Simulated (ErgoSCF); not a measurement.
# Two attempts at O2 (oxygen)

Wanted: the energy of O2 (oxygen), UHF/STO-6G.

Program for the calculation: ErgoSCF 3.8.

## 1. The structure to begin with

O2: 2 atoms, total charge 0, spin state triplet. SMILES: `O=O`. Geometry: relaxed at GFN2-xTB.

Bond lengths: O1–O2 1.210 Å.

## 2. The input as first written

Contents of geom.xyz:

```xyz
2

O      0.516930    -0.167240     0.266250
O     -0.516930     0.167240    -0.266250
```

Contents of ergo.in:

```
set_nthreads(1)
scf.max_number_of_iterations = 3
tmpdir = "."
scf.output_mulliken_pop = 1
spin_polarization = 2
basis = "STO-6G"
molecule "geom.xyz"
run "HF"
```

Run with:

```
ergo ergo.in
```

Output:

```text
INMA ERGO version 3.8
INMA reading input from file ergo.in
INMA  max_number_of_iterations := 3
INMA  output_mulliken_pop := 1
INMA  spin_polarization := 2
INMA  basis := STO-6G
INMA Basis really set to STO-6G
INMA running HF
INMA Running HF
INSC SCF_general constructor, number of basis functions: 10
INSC Min internuclear distance:      2.28672 a.u.  =      1.21008 Angstrom
INSC Max internuclear distance:      2.28672 a.u.  =      1.21008 Angstrom
INSC Euclidean norm of overlap matrix =          1.67968656105  (acc 1.49e-08)
INSC Euclidean norm of invCholFactor after truncation =          1.66110144208
INSC Beginning of SCF cycle 1
INSC nuclearEnergy, energy_2el, energy = 27.987630, 82.531043, -135.717284
INSC Energy   1 =       -135.71728390464
INSC maxabs FDS-SDF (alpha) is     4.31
INSC maxabs FDS-SDF (beta ) is     3.23
INDE PURIFICATION CONVERGED after 13 iterations
INDE E(LUMO) - E(HOMO) >=          0.64299274832 =         17.49672411165 eV
INDE E(LUMO) - E(HOMO) <=          0.76970771331 =         20.94481398347 eV
INDE PURIFICATION CONVERGED after 23 iterations
INDE E(LUMO) - E(HOMO) >=          0.36097267275 =          9.82256686939 eV
INDE E(LUMO) - E(HOMO) <=          0.40399842485 =         10.99335723395 eV
INSC <S2>_exact =   2.000, <S2> =          2.00000257121
INSC Beginning of SCF cycle 2
INSC nuclearEnergy, energy_2el, energy = 27.987630, 84.584558, -149.037338
INSC Energy   2 =       -149.03733761676
INSC maxabs FDS-SDF (alpha) is   0.0351
INSC maxabs FDS-SDF (beta ) is   0.0142
INSC using DIIS to get combined Fock matrix, number of iters used for DIIS:  2
INDE PURIFICATION CONVERGED after 12 iterations
INDE E(LUMO) - E(HOMO) >=          1.05388722421 =         28.67773245477 eV
INDE E(LUMO) - E(HOMO) <=          1.17443702208 =         31.95805958208 eV
INDE PURIFICATION CONVERGED after 20 iterations
INDE E(LUMO) - E(HOMO) >=          0.70083849669 =         19.07078712076 eV
INDE E(LUMO) - E(HOMO) <=          0.79746476642 =         21.70012188046 eV
INSC <S2>_exact =   2.000, <S2> =          2.00134341877
INSC Beginning of SCF cycle 3
INSC nuclearEnergy, energy_2el, energy = 27.987630, 84.716534, -149.051092
INSC Energy   3 =       -149.05109206191  ( diff     -0.013754445150710 )
INSC maxabs FDS-SDF (alpha) is  0.00865
INSC maxabs FDS-SDF (beta ) is  0.00209
TISC Main SCF loop took      0.24 usr cpu s       0.03 sys cpu s       0.27 wall s
INSC SCF: dipole_moment_x [atomic units] =      -0.00000000
INSC SCF: dipole_moment_y [atomic units] =       0.00000000
INSC SCF: dipole_moment_z [atomic units] =      -0.00000000
INSC Sum of Mulliken charges (electrons):      16.0000000
INSC Mulliken charge of atom 0 =      -0.0000000
INSC Mulliken charge of atom 1 =       0.0000000
INSC Sum of Mulliken atomic charges:      -0.0000000
INSC Mulliken spin density of atom 0 =       1.0000000
INSC Mulliken spin density of atom 1 =       1.0000000
INSC Sum of Mulliken atomic spin densities:       2.0000000
```

Wall time 0.68 s (1 thread of Arm Neoverse V1, shared host); peak memory 0.26 GiB.

## 3. What went wrong

No converged result was reached.

The cause is that the iteration cap is too low for convergence. To mend it: raise the SCF iteration cap from 3.

## 4. Second attempt

Edit geom.xyz of step 2 so:

```diff
@@ -1,3 +1,3 @@
 2
-
+O2
 O      0.516930    -0.167240     0.266250
```

Contents of ergo.in:

```
# single point, O2
set_nthreads(1)
tmpdir = "."
scf.output_mulliken_pop = 1
scf.max_number_of_iterations = 100
basis = "STO-6G"
spin_polarization = 2
molecule "geom.xyz"
run "HF"
```

Run with:

```
ergo ergo.in
```

Output:

```text
[...]
INSC SCF_general constructor, number of basis functions: 10
[...]
INSC Energy   1 =       -135.71728390464
[...]
INDE PURIFICATION CONVERGED after 13 iterations
[...]
INDE PURIFICATION CONVERGED after 23 iterations
[...]
INDE PURIFICATION CONVERGED after 20 iterations
[...]
INDE E(LUMO) - E(HOMO) <=          0.76583070590 =         20.83931523701 eV
[...]
INSC Energy   7 =       -149.05206658582  ( diff     -0.000000000019782 )
[...]
RESC CONVERGED after   7 iterations.
RESC FINAL ENERGY:       -149.05206658582
RESC FINAL <S2> =          2.00352046208
[...]
INSC SCF: dipole_moment_x [atomic units] =      -0.00000000
INSC SCF: dipole_moment_y [atomic units] =       0.00000000
INSC SCF: dipole_moment_z [atomic units] =      -0.00000000
[...]
```

It took 1.1 s on 1 thread of Arm Neoverse V1, shared host; peak memory 0.26 GiB.

## 5. Summary of results

Level: UHF/STO-6G.

| quantity | value |
| --- | --- |
| total energy | -149.05207 Eh |
| dipole moment | 0.00 D |
| ⟨S²⟩ | 2.004 |
